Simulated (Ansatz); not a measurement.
**Rock-salt TiC**

Calculation: Hartree–Fock in Ansatz (PAW).

Numerical settings: plane-wave cutoff 460 eV, 12×12×12 k mesh, Fermi–Dirac smearing 0.05 eV, no spin polarisation, scalar-relativistic PAW data made under PBE.

Cell (relaxed at this level):

```cif
data_CTi
_chemical_formula_sum 'Ti1 C1'
_space_group_name_H-M_alt 'P 1'
_space_group_IT_number 1
_cell_length_a 3.09233
_cell_length_b 3.09233
_cell_length_c 3.09233
_cell_angle_alpha 60.000
_cell_angle_beta 60.000
_cell_angle_gamma 60.000
loop_
_space_group_symop_operation_xyz
  'x, y, z'
loop_
_atom_site_label
_atom_site_type_symbol
_atom_site_fract_x
_atom_site_fract_y
_atom_site_fract_z
_atom_site_occupancy
Ti1 Ti 0.00000 0.00000 0.00000 1
C1 C 0.50000 0.50000 0.50000 1
```

bulk modulus B0: 286 GPa
pressure derivative B′ of the bulk modulus: 3.8

Measured, for comparison: bulk modulus 240 GPa (temperature not stated, no zero-point or thermal correction, our sources range from 235 to 268; as tabulated in Krasnenko and Brik (2013), arXiv:1306.3139). Computed (rounded) less measured: bulk modulus not scored (sources differ).

Ansatz is a program for electronic structure.
